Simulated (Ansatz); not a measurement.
# The fluorine atom (doublet): the correlation ladder, cc-pVQZ

Aim: climb from Hartree-Fock through coupled cluster and multireference methods for the fluorine atom (doublet) at one geometry and basis, and see what each rung misses.

Computed with Ansatz 0.2.0, Gaussian basis. Level: cc-pVQZ, core rule «outside noble gas», up to 1 orbitals frozen.

The runs, in order: UHF; CCSD(T) on ROHF; CCSD(T) on UHF; BCCD(T) on ROHF; CISD; CCSDT(Q) on ROHF; CCSDT(Q) on UHF; CASSCF and MRCISD+Q, 7 electrons in 4 orbitals; CASSCF and MRCISD+Q(relaxed), 7 electrons in 4 orbitals; CASSCF and NEVPT4(SD), 7 electrons in 4 orbitals; CASSCF and NEVPT2, 7 electrons in 4 orbitals.

## Step 1: The atom

A free atom, in its lowest state of this spin that the program finds.

1 atom, charge 0, spin multiplicity 2.

## Step 2: UHF

File in.yaml:

```yaml
crystal:
  periodic: [false, false, false]
  atoms:
    - {symbol: F, position_ang: [0.000000, 0.000000, 0.000000]}
basis:
  gaussian: {orbitals: cc-pVQZ}
magnetization: {spin_polarized: true, initial_magnetization: 1}
hamiltonian: {xc: hf}
output: {orbitals: {seedname: orbitals}}
```

Run with:

```sh
> ansatz run in.yaml --threads 1 --pin off --events-out ev --progress --plain --max-ram 2393MiB
```

Further steps of the session: CCSD(T) on ROHF; CCSD(T) on UHF; BCCD(T) on ROHF; CISD; CCSDT(Q) on ROHF; CCSDT(Q) on UHF; CASSCF and MRCISD+Q, 7 electrons in 4 orbitals; CASSCF and MRCISD+Q(relaxed), 7 electrons in 4 orbitals; CASSCF and NEVPT4(SD), 7 electrons in 4 orbitals; CASSCF and NEVPT2, 7 electrons in 4 orbitals.

**Question.** What will the summary of the whole plan be? Wanted: UCCSDT(Q) below the RHF energy; RMP2 from UCCSDT(Q); UMP2 from UCCSDT(Q); RCCSD from UCCSDT(Q); RCCSD(T) from UCCSDT(Q); UCCSD(T) from UCCSDT(Q); RCCSDT(Q) from UCCSDT(Q); NEVPT2 valence from UCCSDT(Q); NEVPT4(SD) valence from UCCSDT(Q).

**Answer**, as computed:

| quantity | value |
| --- | --- |
| UCCSDT(Q) below the RHF energy | -6.5740 eV |
| RMP2 from UCCSDT(Q) | +9.37 kcal/mol |
| UMP2 from UCCSDT(Q) | +9.62 kcal/mol |
| RCCSD from UCCSDT(Q) | +3.15 kcal/mol |
| RCCSD(T) from UCCSDT(Q) | +0.21 kcal/mol |
| UCCSD(T) from UCCSDT(Q) | +0.18 kcal/mol |
| RCCSDT(Q) from UCCSDT(Q) | +0.04 kcal/mol |
| NEVPT2 valence from UCCSDT(Q) | +22.75 kcal/mol |
| NEVPT4(SD) valence from UCCSDT(Q) | +2.50 kcal/mol |
| MRCISD+Q valence from UCCSDT(Q) | +1.26 kcal/mol |
| levels within 1 kcal/mol (43 meV) | RCCSD(T), UCCSD(T), BCCD(T), RCCSDT, UCCSDT, RCCSDT(Q) |
| T1 diagnostic | 0.011 |
| effectively unpaired electrons | 1.00 |

RCCSD(T) lands +0.21 kcal/mol from the yardstick (0.1 % of the correlation energy). One determinant dominates. Of the multireference levels listed MRCISD+Q valence comes nearest in total energy (+1.26 kcal/mol), which doesn't show that its space is the better one. These misses are within one basis, not against nature; the frozen cores of restricted and unrestricted runs differ, which can shift their rows.
